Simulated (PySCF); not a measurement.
**Single point on CH⁺**

State: ¹Σ⁺ (singlet), closed shell.

An equivalent input (the run itself took its basis sets from the Basis Set Exchange, started from a PBE0 density and held the occupation σ 3α 3β):

```python
from pyscf import gto, scf, cc
mol = gto.M(atom='H 0 0 0; C 0 0 1.14', basis={'H': 'def2-TZVPPD', 'C': 'def2-TZVPPD'},
            charge=1, spin=0, verbose=4, symmetry='C2v')
mf = scf.RHF(mol)
mf.irrep_nelec = {'A1': 6}
mf.conv_tol = 1e-9
mf.max_cycle = 60
mf.diis_space = 10
mf.kernel()
mycc = cc.CCSD(mf, frozen=[0, 53])
mycc.run(conv_tol=1e-7, conv_tol_normt=1e-5, max_cycle=80, diis_space=8)
et = mycc.ccsd_t()
```

The SCF ended at -37.90797399 hartree. The coupled-cluster part of the log:

```
******** <class 'pyscf.cc.ccsd.CCSD'> ********
CC2 = 0
CCSD nocc = 2, nmo = 52
frozen orbitals [0, 53]
max_cycle = 80
direct = 0
conv_tol = 1e-07
conv_tol_normt = 1e-05
diis_space = 8
diis_start_cycle = 0
diis_start_energy_diff = 1e+09
Init t2, MP2 energy = -37.9919122842825  E_corr(MP2) -0.0839382988793706
Init E_corr(CCSD) = -0.0839382988794947
cycle = 1  E_corr(CCSD) = -0.101293095439785  dE = -0.0173547966  norm(t1,t2) = 0.049471
cycle = 2  E_corr(CCSD) = -0.107389993865338  dE = -0.00609689843  norm(t1,t2) = 0.0273753
cycle = 3  E_corr(CCSD) = -0.113801488229981  dE = -0.00641149436  norm(t1,t2) = 0.0168465
cycle = 4  E_corr(CCSD) = -0.11350034722139  dE = 0.000301141009  norm(t1,t2) = 0.00430125
cycle = 5  E_corr(CCSD) = -0.113554871556542  dE = -5.45243352e-05  norm(t1,t2) = 0.00140044
cycle = 6  E_corr(CCSD) = -0.113577740902272  dE = -2.28693457e-05  norm(t1,t2) = 0.000499063
cycle = 7  E_corr(CCSD) = -0.113553356465479  dE = 2.43844368e-05  norm(t1,t2) = 0.000115592
cycle = 8  E_corr(CCSD) = -0.113558919253429  dE = -5.56278795e-06  norm(t1,t2) = 2.5392e-05
cycle = 9  E_corr(CCSD) = -0.113558467911116  dE = 4.51342313e-07  norm(t1,t2) = 5.22782e-06
cycle = 10  E_corr(CCSD) = -0.113557953795629  dE = 5.14115487e-07  norm(t1,t2) = 1.77627e-06
cycle = 11  E_corr(CCSD) = -0.113557955444685  dE = -1.64905571e-09  norm(t1,t2) = 2.48201e-07
CCSD converged
E(CCSD) = -38.0215319408478  E_corr = -0.1135579554446846
CCSD(T) correction = -0.00214450050112367
```

T1 diagnostic 0.010, D1 0.020, 4 electrons correlated, 1 of the virtual orbitals (those above 20 hartree) left out.

Repeating this along the bond gives Re = 1.131 Å and ωe = 2848 cm⁻¹.

A point of this curve took 0.69 CPU seconds beside 0.041 for the integrals, on Arm Neoverse V1 (shared host).

Correlated steps freeze 1 core orbital.
